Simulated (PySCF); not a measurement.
# SiH2OF (SMILES O[SiH]F) at 3 levels

Aim: a comparison of 3 runs (UBHLYP/def2-TZVP, UM06-L/def2-TZVP, UTPSS/def2-TZVP) of SiH2OF. Input form: a Python script.

The calculation is run with PySCF 2.14.0.

### Step 1. The molecule

The species is SiH2OF (5 atoms), meant as a doublet with charge 0. SMILES: `O[SiH]F`. The coordinates come from a PBE0-D4/def2-TZVP relaxation. This is one conformer, not always the lowest.

Bond lengths: O1–Si2 1.636 Å, Si2–F3 1.603 Å, O1–H4 0.959 Å, Si2–H5 1.490 Å. Angles: O1–Si2–F3 110.5°, O1–Si2–H5 105.3°, F3–Si2–H5 107.6°, Si2–O1–H4 119.2°.

### Step 2. The energy at UBHLYP/def2-TZVP (run 1)

Input file input.xyz:

```xyz
5
FH2OSi
O     -0.615200    -0.884600    -0.276300
Si     0.283900     0.245700     0.493100
F      0.207000     1.646500    -0.283100
H     -1.564500    -0.765100    -0.338000
H      1.688800    -0.242600     0.404400
```

Input file job.py:

```python
from pyscf import gto, dft

mol = gto.M(
    atom='input.xyz',
    basis='def2-tzvp',
    max_memory=1860,
    verbose=4,
    spin=1,
    charge=0,
)

ks = dft.UKS(mol, xc='bhandhlyp')
ks.grids.level = 5
ks.conv_tol = 1e-10
ks.kernel()
if not ks.converged:
    ks = ks.newton().run(ks.mo_coeff, ks.mo_occ)

etot = ks.e_tot
print('E(%s) = %.9f' % ('BHLYP', etot))
```

Started as:

```sh
$ OMP_NUM_THREADS=1 python job.py
```

Log:

```text
<dir> SyntaxWarning: invalid escape sequence '\W'
  S = {(paw_set(r)[0], bool(re.search(r"spin_orbit\W+true|paw_fr", str((r.get("files") or {}).get("input") or "")) or re.search("(?i)spin.orbit\W+(value\W+)?(true|yes)|value\W+spin-orbit", json.dumps(r.get("inputs"), default=str)))) for r in records}

PySCF version 2.14.0

[... 54 lines left out ...]
WARN: HOMO -0.163569499628416 >= LUMO -0.163569499628423
[... 50 lines left out ...]
converged SCF energy = -465.838763171735  <S^2> = 0.7529618  2S+1 = 2.0029596
E(BHLYP) = -465.838763172
```

Wall time 30 s (1 thread of Arm Neoverse V2, shared host); peak memory 0.59 GiB.

### Step 3. The energy at UM06-L/def2-TZVP (run 2)

Input file geometry.xyz:

```xyz
5

O     -0.615200    -0.884600    -0.276300
Si     0.283900     0.245700     0.493100
F      0.207000     1.646500    -0.283100
H     -1.564500    -0.765100    -0.338000
H      1.688800    -0.242600     0.404400
```

Input file calc.py:

```python
from pyscf import gto, dft

mol = gto.M(
    atom='geometry.xyz',
    verbose=3,
    spin=1,
    basis='def2-tzvp',
    charge=0,
    max_memory=1860,
)

mf = dft.UKS(mol)
mf.xc = 'm06-l'
mf.conv_tol = 1e-10
mf.grids.level = 5
mf.kernel()
if not mf.converged:
    mf = mf.newton().run(mf.mo_coeff, mf.mo_occ)

e_final = mf.e_tot
print('E = %.10f Eh' % e_final)
```

Started as:

```sh
$ OMP_NUM_THREADS=1 python calc.py
```

Log:

```text
<dir> SyntaxWarning: invalid escape sequence '\W'
  S = {(paw_set(r)[0], bool(re.search(r"spin_orbit\W+true|paw_fr", str((r.get("files") or {}).get("input") or "")) or re.search("(?i)spin.orbit\W+(value\W+)?(true|yes)|value\W+spin-orbit", json.dumps(r.get("inputs"), default=str)))) for r in records}

converged SCF energy = -465.868600595695  <S^2> = 0.75237424  2S+1 = 2.0023728
E = -465.8686005957 Eh
```

It took 71 s on 1 thread of Arm Neoverse V2, shared host; peak memory 0.64 GiB.

### Step 4. A single-point energy at UTPSS/def2-TZVP (run 3)

Input file calc.py:

```python
# O[SiH]F
from pyscf import gto, dft

mol = gto.M(
    atom='''
O     -1.162560    -1.671652    -0.522131
Si     0.536493     0.464306     0.931824
F      0.391173     3.111434    -0.534981
H     -2.956477    -1.445829    -0.638727
H      3.191369    -0.458448     0.764205
''',
    unit='bohr',
    basis='def2-tzvp',
    spin=1,
    charge=0,
    verbose=4,
    max_memory=1860,
)

mf = dft.UKS(mol, xc='tpss')
mf.grids.level = 5
mf.conv_tol = 1e-10
mf.kernel()
if not mf.converged:
    mf = mf.newton().run(mf.mo_coeff, mf.mo_occ)

e_final = mf.e_tot
print(f'total energy: {e_final:.8f} hartree')
```

Started as:

```sh
$ OMP_NUM_THREADS=1 python calc.py
```

Log:

```text
<dir> SyntaxWarning: invalid escape sequence '\W'
  S = {(paw_set(r)[0], bool(re.search(r"spin_orbit\W+true|paw_fr", str((r.get("files") or {}).get("input") or "")) or re.search("(?i)spin.orbit\W+(value\W+)?(true|yes)|value\W+spin-orbit", json.dumps(r.get("inputs"), default=str)))) for r in records}

PySCF version 2.14.0

[... 104 lines left out ...]
converged SCF energy = -465.943379608697  <S^2> = 0.75208646  2S+1 = 2.0020854
total energy: -465.94337961 hartree
```

Wall time 73 s (1 thread of Arm Neoverse V2, shared host); peak memory 0.64 GiB.

### Step 5. The series

```tsv
run	level	energy (Eh)	dipole moment (D)	HOMO energy (eV)	LUMO energy (eV)	wall time
1	UBHLYP/def2-TZVP	-465.838763	1.54	-7.45	-1.53	30 s
2	UM06-L/def2-TZVP	-465.868601	1.47	-5.21	-3.16	71 s
3	UTPSS/def2-TZVP	-465.943380	1.43	-5.24	-3.16	73 s
```

### Step 6. Summary of results

```
                                 quantity          value
                      run 3: total energy  -465.94338 Eh
                     run 3: dipole moment         1.43 D
run 3: HOMO energy (highest over α and β)       -5.24 eV
 run 3: LUMO energy (lowest over α and β)       -3.16 eV
                              run 3: ⟨S²⟩          0.752
```

In words: The dipole moment (its size) runs from 1.43 D (UTPSS/def2-TZVP) to 1.54 D (UBHLYP/def2-TZVP). Totals of different functionals can't be ranked against each other. All runs together took 2.9 min, the longest 73 s.
